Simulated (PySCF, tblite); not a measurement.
# C₂H₄: fragmentation of the cation, EPR parameters, part 3 of 3

tblite 0.8.0 and PySCF 2.14.0. Atoms count from 0. Earlier steps stand in the parts before.

## Step 23: EPR parameters (C2H4+ (doublet), [CH2][CH2+]): UKS B3LYP, pcH-1 on C H

The job: settings as JSON, then the geometry in Å.

```
{"job": {"kind": "epr", "basis": "pcH-1"}, "charge": 1, "multiplicity": 2}
C     -0.692562    -0.038658    -0.021717
C      0.696469     0.041096    -0.007143
H     -1.315837     0.789835     0.351288
H     -1.209169    -0.932810    -0.405884
H      1.319362    -0.863365     0.081975
H      1.213520     1.010951    -0.084894
```

With the program's defaults for keys left out, this is: UKS B3LYP, pcH-1 on C H, non-relativistic, mean-field spin-orbit, GIAO.

Output:

```text
UKS, coarse grid
  cycle   1  E = -78.20886083  |g| = 1.21e-01
  cycle   2  E = -78.21459362  |g| = 9.63e-02
  cycle   3  E = -78.21946580  |g| = 1.14e-02
  cycle   4  E = -78.21954643  |g| = 1.81e-03
  cycle   5  E = -78.21955100  |g| = 6.51e-04
UKS, final grid
  cycle   1  E = -78.21955029  |g| = 2.63e-04
  cycle   2  E = -78.21955038  |g| = 1.61e-04
  cycle   3  E = -78.21955040  |g| = 7.07e-05
  cycle   4  E = -78.21955041  |g| = 1.95e-05
internal stability: stable
E = -78.21955041 Eh   <S^2> = 0.7536 (exact 0.7500)
g shifts (ppm)      1          2          3
  rmc          -131       -131       -131
  gc             38         -5         34
  oz_so        -120        316        608
  total        -213        179        510
hyperfine (MHz)  atom isotope    a_iso     a_fc   dipolar eigenvalues
    0   13C      24.81      24.81    -47.27    -41.32     88.58
    1   13C      24.81      24.81    -47.27    -41.32     88.58
    2    1H      11.05      11.05    -20.16     -9.75     29.91
    3    1H      11.14      11.14    -20.16     -9.75     29.91
    4    1H      11.15      11.15    -20.16     -9.75     29.91
    5    1H      11.05      11.05    -20.16     -9.75     29.91
```

It took 6.3 s on 1 thread of Arm Neoverse V2, shared host.

Principal g values 2.00211, 2.00250, 2.00283; g(iso) = 2.00248, against 2.00232 for a free electron.

Hyperfine couplings; where a row names several nuclei, a(iso) is their mean (it holds for fast rotation or exchange) and the dipolar term the largest among them:

```
        nuclei  isotope  a(iso) (MHz)  a(iso) (G, at g = 2.0023)  largest dipolar term (MHz)
        C0, C1      13C          24.8                        8.9                        88.6
H2, H3, H4, H5       1H          11.1                        4.0                        29.9
```

Mulliken spin populations:

```
atom  value (e)
  C0       0.51
  C1       0.51
  H2       0.00
  H3       0.00
  H4       0.00
  H5       0.00
```

In first order the couplings over 0.8 MHz of 1H give 5 distinct lines over 15.8 G, if the averaged nuclei exchange fast.

## Step 24: Spectra of the species

The job: settings as JSON, then the geometry in Å.

```
{"job": {"kind": "ms", "cap": 8, "geom": {"xc": "PBE0", "basis": "def2-SVP", "d3": "d3bj", "grid": 1}, "hess": 1, "level": {"xc": "wB97X", "basis": "def2-TZVP", "d3": "d3bj"}, "spectra": true}, "charge": 0, "multiplicity": 1}
C     -0.663145    -0.037698    -0.013767
C      0.665256     0.038829    -0.000570
H     -1.291271     0.847252     0.127173
H     -1.182607    -0.988777    -0.165921
H      1.293400    -0.846115    -0.141471
H      1.184698     0.989911     0.151626
```

Output:

```text
epr [CH2][CH2+] +1: UKS B3LYP, pcH-1 on C H, non-relativistic, mean-field spin-orbit, GIAO
```

Run time: 6.4 s. Hardware: 1 thread of Arm Neoverse V2, shared host.

This step only lists the spectra that were run on the species above.

## Step 25: Single point (C₂H₄): BP86-D3(BJ)/6-31G*

Geometry: PBE0-D3(BJ)/def2-SVP.

The job: settings as JSON, then the geometry in Å.

```
{"job": {"kind": "sp", "xc": "BP86", "basis": "6-31G*", "d3": "d3bj", "grid": 2}, "charge": 0, "multiplicity": 1}
C     -0.663145    -0.037698    -0.013767
C      0.665256     0.038829    -0.000570
H     -1.291271     0.847252     0.127173
H     -1.182607    -0.988777    -0.165921
H      1.293400    -0.846115    -0.141471
H      1.184698     0.989911     0.151626
```

Output:

```text
coarse grid: 4656 points
cycle   1  E = -78.5630350247  dE = -1.860e-02  |g| = 3.791e-01  |ddm| = 2.024e+00
cycle   2  E = -78.5360219052  dE =  2.701e-02  |g| = 4.911e-01  |ddm| = 8.638e-01
cycle   3  E = -78.6043315105  dE = -6.831e-02  |g| = 3.886e-03  |ddm| = 4.972e-01
cycle   4  E = -78.6043364477  dE = -4.937e-06  |g| = 8.294e-04  |ddm| = 1.050e-02
final grid: 43904 points
cycle   5  E = -78.5808308097  dE = -7.237e-06  |g| = 3.874e-03  |ddm| = 1.088e-02
cycle   6  E = -78.5808278343  dE =  2.975e-06  |g| = 5.024e-03  |ddm| = 8.654e-03
cycle   7  E = -78.5808349801  dE = -7.146e-06  |g| = 8.116e-05  |ddm| = 4.807e-03
cycle   8  E = -78.5808349817  dE = -1.551e-09  |g| = 6.093e-06  |ddm| = 8.210e-05
converged SCF energy = -78.5808349817
```

Run time: 0.47 s. Hardware: 1 thread of Arm Neoverse V2, shared host.

## Step 26: Single point (C₂H₄+ (doublet)): BP86-D3(BJ)/6-31G*

Geometry: PBE0-D3(BJ)/def2-SVP, that of another charge or spin state.

The job, as its differences from that of step 25:

```diff
@@ -1,2 +1,2 @@
-{"job": {"kind": "sp", "xc": "BP86", "basis": "6-31G*", "d3": "d3bj", "grid": 2}, "charge": 0, "multiplicity": 1}
+{"job": {"kind": "sp", "xc": "BP86", "basis": "6-31G*", "d3": "d3bj", "grid": 2}, "charge": 1, "multiplicity": 2}
 C     -0.663145    -0.037698    -0.013767
```

Output:

```text
final grid: 43904 points
cycle   1  E = -78.1412206087  dE =  4.578e-03  |g| = 3.052e-01  |ddm| = 6.615e-01
cycle   2  E = -78.1284840181  dE =  1.274e-02  |g| = 3.386e-01  |ddm| = 5.745e-01
cycle   3  E = -78.1939830990  dE = -6.550e-02  |g| = 2.243e-03  |ddm| = 3.109e-01
cycle   4  E = -78.1939871316  dE = -4.033e-06  |g| = 3.762e-04  |ddm| = 5.239e-03
cycle   5  E = -78.1939872372  dE = -1.055e-07  |g| = 1.063e-04  |ddm| = 5.114e-04
cycle   6  E = -78.1939872457  dE = -8.543e-09  |g| = 1.840e-05  |ddm| = 1.541e-04
converged SCF energy = -78.1939872457
```

Wall time 0.61 s (1 thread of Arm Neoverse V2, shared host).

## Step 27: Single point (C₂H₄): BP86-D3(BJ)/6-31G*

Geometry: PBE0-D3(BJ)/def2-SVP, that of another charge or spin state.

The job: settings as JSON, then the geometry in Å.

```
{"job": {"kind": "sp", "xc": "BP86", "basis": "6-31G*", "d3": "d3bj", "grid": 2}, "charge": 0, "multiplicity": 1}
C     -0.692562    -0.038658    -0.021717
C      0.696469     0.041096    -0.007143
H     -1.315837     0.789835     0.351288
H     -1.209169    -0.932810    -0.405884
H      1.319362    -0.863365     0.081975
H      1.213520     1.010951    -0.084894
```

Output:

```text
coarse grid: 4656 points
cycle   1  E = -78.5540850689  dE = -8.272e-02  |g| = 3.333e-01  |ddm| = 2.004e+00
cycle   2  E = -78.5331423153  dE =  2.094e-02  |g| = 4.320e-01  |ddm| = 7.660e-01
cycle   3  E = -78.5866471973  dE = -5.350e-02  |g| = 3.332e-03  |ddm| = 4.322e-01
cycle   4  E = -78.5866512611  dE = -4.064e-06  |g| = 1.357e-03  |ddm| = 8.406e-03
final grid: 43904 points
cycle   5  E = -78.5630948160  dE = -4.336e-06  |g| = 5.135e-03  |ddm| = 1.001e-02
cycle   6  E = -78.5630593823  dE =  3.543e-05  |g| = 1.204e-02  |ddm| = 1.471e-02
cycle   7  E = -78.5630999115  dE = -4.053e-05  |g| = 2.877e-03  |ddm| = 1.165e-02
cycle   8  E = -78.5631023967  dE = -2.485e-06  |g| = 6.817e-05  |ddm| = 2.533e-03
cycle   9  E = -78.5631023978  dE = -1.154e-09  |g| = 4.242e-06  |ddm| = 7.473e-05
converged SCF energy = -78.5631023978
```

Wall time 0.51 s (1 thread of Arm Neoverse V2, shared host).

## Step 28: Single point (C₂H₄+ (doublet), [CH2][CH2+]): BP86-D3(BJ)/6-31G*

Geometry: PBE0-D3(BJ)/def2-SVP.

The job, as its differences from that of step 27:

```diff
@@ -1,2 +1,2 @@
-{"job": {"kind": "sp", "xc": "BP86", "basis": "6-31G*", "d3": "d3bj", "grid": 2}, "charge": 0, "multiplicity": 1}
+{"job": {"kind": "sp", "xc": "BP86", "basis": "6-31G*", "d3": "d3bj", "grid": 2}, "charge": 1, "multiplicity": 2}
 C     -0.692562    -0.038658    -0.021717
```

Output:

```text
final grid: 43904 points
cycle   1  E = -78.1562633693  dE =  7.255e-03  |g| = 2.919e-01  |ddm| = 6.114e-01
cycle   2  E = -78.1393353907  dE =  1.693e-02  |g| = 3.382e-01  |ddm| = 5.625e-01
cycle   3  E = -78.2058429249  dE = -6.651e-02  |g| = 1.665e-03  |ddm| = 3.084e-01
cycle   4  E = -78.2058461945  dE = -3.270e-06  |g| = 5.199e-04  |ddm| = 4.942e-03
cycle   5  E = -78.2058464213  dE = -2.268e-07  |g| = 6.740e-05  |ddm| = 6.845e-04
cycle   6  E = -78.2058464256  dE = -4.309e-09  |g| = 4.704e-05  |ddm| = 1.376e-04
converged SCF energy = -78.2058464256
```

Run time: 0.6 s. Hardware: 1 thread of Arm Neoverse V2, shared host.

## Step 29: Single point (C2H3+): BP86-D3(BJ)/6-31G*

Geometry: PBE0-D3(BJ)/def2-SVP.

The job: settings as JSON, then the geometry in Å.

```
{"job": {"kind": "sp", "xc": "BP86", "basis": "6-31G*", "d3": "d3bj", "grid": 2}, "charge": 1, "multiplicity": 1}
C     -0.472970    -0.399103    -0.072045
C      0.729816    -0.021963    -0.021533
H     -1.516524    -0.726401    -0.116744
H      1.566914    -0.742350    -0.157428
H      0.995741     1.042893     0.161085
```

Output:

```text
coarse grid: 4032 points
cycle   1  E = -77.5721506303  dE =  3.932e-01  |g| = 3.279e-01  |ddm| = 1.958e+00
cycle   2  E = -77.3750748546  dE =  1.971e-01  |g| = 8.969e-01  |ddm| = 8.696e-01
cycle   3  E = -77.5989931336  dE = -2.239e-01  |g| = 8.172e-02  |ddm| = 6.518e-01
cycle   4  E = -77.6010763771  dE = -2.083e-03  |g| = 2.367e-02  |ddm| = 9.481e-02
cycle   5  E = -77.6012456772  dE = -1.693e-04  |g| = 4.093e-03  |ddm| = 2.154e-02
cycle   6  E = -77.6012511030  dE = -5.426e-06  |g| = 2.575e-04  |ddm| = 4.374e-03
final grid: 38536 points
cycle   7  E = -77.5787814272  dE = -7.878e-06  |g| = 2.860e-03  |ddm| = 9.835e-03
cycle   8  E = -77.5787808874  dE =  5.398e-07  |g| = 3.093e-03  |ddm| = 5.348e-03
cycle   9  E = -77.5787838047  dE = -2.917e-06  |g| = 4.607e-04  |ddm| = 2.819e-03
cycle  10  E = -77.5787838198  dE = -1.509e-08  |g| = 3.688e-04  |ddm| = 5.530e-04
cycle  11  E = -77.5787838605  dE = -4.071e-08  |g| = 1.261e-05  |ddm| = 2.920e-04
cycle  12  E = -77.5787838606  dE = -5.798e-11  |g| = 1.462e-06  |ddm| = 1.659e-05
converged SCF energy = -77.5787838606
```

It took 0.51 s on 1 thread of Arm Neoverse V2, shared host.

## Step 30: Single point (H radical): BP86-D3(BJ)/6-31G*

Geometry: atom.

The job: settings as JSON, then the geometry in Å.

```
{"job": {"kind": "sp", "xc": "BP86", "basis": "6-31G*", "d3": "d3bj", "grid": 2}, "charge": 0, "multiplicity": 2}
H      0.000000     0.000000     0.000000
```

Output:

```text
coarse grid: 624 points
cycle   1  E = -0.4967675380  dE = -4.597e-02  |g| = 3.655e-02  |ddm| = 4.823e-01
cycle   2  E = -0.4981334735  dE = -1.366e-03  |g| = 1.531e-03  |ddm| = 7.615e-02
cycle   3  E = -0.4981358601  dE = -2.387e-06  |g| = 7.507e-06  |ddm| = 3.030e-03
final grid: 5376 points
cycle   4  E = -0.4981665240  dE = -4.328e-09  |g| = 3.133e-06  |ddm| = 1.347e-04
converged SCF energy = -0.4981665240
```

Wall time 0.03 s (1 thread of Arm Neoverse V2, shared host).

## Step 31: Single point (C2H2+ (doublet)): BP86-D3(BJ)/6-31G*

Geometry: PBE0-D3(BJ)/def2-SVP.

The job: settings as JSON, then the geometry in Å.

```
{"job": {"kind": "sp", "xc": "BP86", "basis": "6-31G*", "d3": "d3bj", "grid": 2}, "charge": 1, "multiplicity": 2}
C     -0.600773    -0.041931    -0.023245
C      0.668357     0.040616    -0.011851
H      1.278906    -0.883407    -0.145908
H      1.150672     1.036347     0.131418
```

Output:

```text
coarse grid: 3416 points
cycle   1  E = -76.8053420975  dE =  5.202e-01  |g| = 3.223e-01  |ddm| = 1.348e+00
cycle   2  E = -76.2349218136  dE =  5.704e-01  |g| = 1.002e+00  |ddm| = 1.210e+00
cycle   3  E = -76.8678194556  dE = -6.329e-01  |g| = 3.611e-02  |ddm| = 1.089e+00
cycle   4  E = -76.8686339981  dE = -8.145e-04  |g| = 1.446e-02  |ddm| = 7.212e-02
cycle   5  E = -76.8687228689  dE = -8.887e-05  |g| = 9.774e-03  |ddm| = 2.354e-02
cycle   6  E = -76.8687883489  dE = -6.548e-05  |g| = 1.520e-03  |ddm| = 8.493e-03
cycle   7  E = -76.8687902474  dE = -1.898e-06  |g| = 2.087e-04  |ddm| = 1.801e-03
final grid: 33160 points
cycle   8  E = -76.8465614948  dE = -6.073e-06  |g| = 1.326e-03  |ddm| = 4.974e-03
cycle   9  E = -76.8465600377  dE =  1.457e-06  |g| = 2.069e-03  |ddm| = 2.472e-03
cycle  10  E = -76.8465619112  dE = -1.873e-06  |g| = 8.877e-04  |ddm| = 1.890e-03
cycle  11  E = -76.8465624188  dE = -5.076e-07  |g| = 7.034e-05  |ddm| = 7.531e-04
cycle  12  E = -76.8465624263  dE = -7.489e-09  |g| = 2.975e-05  |ddm| = 1.594e-04
converged SCF energy = -76.8465624263
```

Run time: 0.52 s. Hardware: 1 thread of Arm Neoverse V2, shared host.

## Step 32: Single point (H2): BP86-D3(BJ)/6-31G*

Geometry: PBE0-D3(BJ)/def2-SVP.

The job: settings as JSON, then the geometry in Å.

```
{"job": {"kind": "sp", "xc": "BP86", "basis": "6-31G*", "d3": "d3bj", "grid": 2}, "charge": 0, "multiplicity": 1}
H     -0.098584     0.061242    -0.000943
H      0.104098    -0.058706     0.722646
```

Output:

```text
coarse grid: 1240 points
cycle   1  E = -1.1723556117  dE = -2.034e-01  |g| = 3.911e-02  |ddm| = 6.310e-01
cycle   2  E = -1.1729931620  dE = -6.376e-04  |g| = 8.660e-03  |ddm| = 5.304e-02
cycle   3  E = -1.1730255924  dE = -3.243e-05  |g| = 4.988e-06  |ddm| = 9.545e-03
cycle   4  E = -1.1730255924  dE = -7.105e-12  |g| = 2.928e-06  |ddm| = 2.273e-06
final grid: 10744 points
cycle   5  E = -1.1739577488  dE = -2.256e-07  |g| = 1.722e-04  |ddm| = 1.046e-03
cycle   6  E = -1.1739577610  dE = -1.228e-08  |g| = 3.822e-05  |ddm| = 2.321e-04
cycle   7  E = -1.1739577617  dE = -6.360e-10  |g| = 9.227e-11  |ddm| = 4.215e-05
converged SCF energy = -1.1739577617
```

It took 0.05 s on 1 thread of Arm Neoverse V2, shared host.

## Step 33: Fragmentation of the cation: BP86-D3(BJ)/6-31G*

This step combines the energies above: geometries from PBE0-D3(BJ)/def2-SVP, zero-point and thermal terms from PBE0-D3(BJ)/def2-SVP.

The job: settings as JSON, then the geometry in Å.

```
{"job": {"kind": "ms", "cap": 8, "geom": {"xc": "PBE0", "basis": "def2-SVP", "d3": "d3bj", "grid": 1}, "hess": 1, "level": {"xc": "BP86", "basis": "6-31G*", "d3": "d3bj", "grid": 2}}, "charge": 0, "multiplicity": 1}
C     -0.663145    -0.037698    -0.013767
C      0.665256     0.038829    -0.000570
H     -1.291271     0.847252     0.127173
H     -1.182607    -0.988777    -0.165921
H      1.293400    -0.846115    -0.141471
H      1.184698     0.989911     0.151626
```

Output (the driver's rows laid out field by field):

```text
fragmentation thresholds of the radical cation, BP86-D3(BJ)/6-31G* // PBE0-D3(BJ)/def2-SVP

row 1
  mz                      27
  route                   bond cut
  ion                     formula C2H3, charge 1, multiplicity 1, smiles [CH+]=C, kept yes, pieces 1, point_group C2v
  lost                    formula H, charge 0, multiplicity 2, smiles [H], kept yes, pieces 1
  threshold_ev            13.2629
  electronic_ev           13.7114
  enthalpy                1287.29

row 2
  mz                      26
  route                   H2 lost
  ion                     formula C2H2, charge 1, multiplicity 2, smiles [C+]=C, kept yes, pieces 1, point_group C2v
  lost                    formula H2, charge 0, multiplicity 1, smiles [H][H], kept yes, pieces 1, point_group Dinfh
  threshold_ev            14.7385
  electronic_ev           15.247
  enthalpy                1431.77
```

Wall time 3.5 s (1 thread of Arm Neoverse V2, shared host).

In short:

```
            quantity     value
 vertical ionisation  10.53 eV
adiabatic ionisation  10.14 eV
```

Thresholds above the neutral molecule, for the routes that were computed (an m/z can be reached lower by another route):

```
m/z      ion    lost     route     eV
 27  [CH+]=C     [H]  bond cut  13.26
 26   [C+]=C  [H][H]   H2 lost  14.74
```

## Step 34: Outcome

What follows sums up all 3 parts.

```
                                              quantity                     value
             strongest single infrared mode (GFN2-xTB)      3129 cm⁻¹, 93 km/mol
                          zero-point energy (GFN2-xTB)             31.3 kcal/mol
                                           point group                       D2h
                  rotational constants (main isotopes)  144.57, 30.04, 24.87 GHz
 vertical ionisation (step 22, wB97X-D3(BJ)/def2-TZVP)                  10.56 eV
adiabatic ionisation (step 22, wB97X-D3(BJ)/def2-TZVP)                  10.29 eV
                                       lowest fragment        m/z 27 at 13.31 eV
     vertical ionisation (step 33, BP86-D3(BJ)/6-31G*)                  10.53 eV
    adiabatic ionisation (step 33, BP86-D3(BJ)/6-31G*)                  10.14 eV
                                       lowest fragment        m/z 27 at 13.26 eV
```

What this shows: No mode is imaginary among the 12: a minimum at this level. The strongest single mode, at 3129 cm⁻¹, has its largest shares on H5, H4, H3 and H2 (the list is cut at 4 atoms). Unscaled tight-binding wavenumbers are off by several per cent, some by more. Its intensities can rank the bands wrongly. Over 2 steps the energy fell by 0.027 eV; of the close pairs, C1–H5 changed most, 1.078 to 1.094 Å (PBE0/def2-SVP). At wB97X-D3(BJ)/def2-TZVP the lowest of the channels listed gives m/z 27; these are thermochemical thresholds for the fragments as drawn, without barriers or kinetic shifts, and lower isomers or channels can be missing. At BP86-D3(BJ)/6-31G* the lowest of the channels listed gives m/z 27; these are thermochemical thresholds for the fragments as drawn, without barriers or kinetic shifts, and lower isomers or channels can be missing.

A measured vertical value is 10.68 eV (NIST CCCBDB values in ase.data.cccbdb_ip). The calculated vertical value at wB97X-D3(BJ)/def2-TZVP of 10.56 eV is off by -0.12 eV.

A measured adiabatic value is 10.51 eV (NIST CCCBDB values in ase.data.cccbdb_ip). The calculated adiabatic value at wB97X-D3(BJ)/def2-TZVP of 10.29 eV is off by -0.22 eV.
